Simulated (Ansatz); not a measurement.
I need an active-space calculation of CH2O2, SMILES O=CO. Use Ansatz 0.2.0, Python API. Settings: SC-NEVPT2, cc-pVDZ basis, multiplicity 1.

```yaml
atoms:
  - { symbol: O, position_ang: [-0.3537, -0.4125, 1.2159] }
  - { symbol: C, position_ang: [-0.2526, -0.3556, -0.0036] }
  - { symbol: O, position_ang: [0.4489, 0.5950, -0.6259] }
  - { symbol: H, position_ang: [-0.5885, -1.0598, -0.7296] }
  - { symbol: H, position_ang: [0.7958, 1.1593, 0.1017] }
```

`ch2o2_cas.py`
```python
'''Active-space calculation on CH2O2.'''

from dataclasses import dataclass

import ansatz as az


@dataclass(frozen=True)
class RunConfig:
    basis: str = 'cc-pVDZ'


settings = RunConfig()

GEOMETRY = '''
O    -0.35370   -0.41250    1.21590
C    -0.25260   -0.35560   -0.00360
O     0.44890    0.59500   -0.62590
H    -0.58850   -1.05980   -0.72960
H     0.79580    1.15930    0.10170
'''

geometry = az.Crystal.molecule()
for line in GEOMETRY.strip().splitlines():
    symbol, *xyz = line.split()
    geometry = geometry.atom(symbol, [float(v) for v in xyz])

setup = (
    geometry.calculation()
    .basis(gaussian=settings.basis)  # atom-centred Gaussian functions
    .correlation(active_electrons=4, active_orbitals=4)  # correlation on top of the mean field
)
for method in ['sc_nevpt2']:
    r = (setup if method is None else setup.correlation(method)).run().report
    space = r['configurations']
    state = space['states'][0]
    print(method or 'casscf', f'total {r["free_energy_ev"] / 27.211386246:.6f} Ha, active-space state {state["energy"]["hartree"]:.6f} Ha, mean field {r["reference_energy_ev"] / 27.211386246:.6f} Ha')
    print('  determinants', state['n_determinants'], ' natural occupations', [round(n, 3) for n in space['natural_occupations']])
```

```console
$ python ch2o2_cas.py
sc_nevpt2 total -189.262095 Ha, active-space state -188.844790 Ha, mean field -188.776559 Ha
  determinants 36  natural occupations [1.979, 1.946, 0.054, 0.021]
```

Caveats:
- Total energies depend on the basis set; only differences at equal settings carry meaning.
- The geometry is a force-field or estimated start, not a minimum of this method, and the basis set is short of its limit. The active space starts as a window about the frontier orbitals and is then optimised, not chosen by chemistry.
- The whole script took 1.6 s on 1 thread of Arm Neoverse V1 (shared host), peak memory 0.15 GiB.
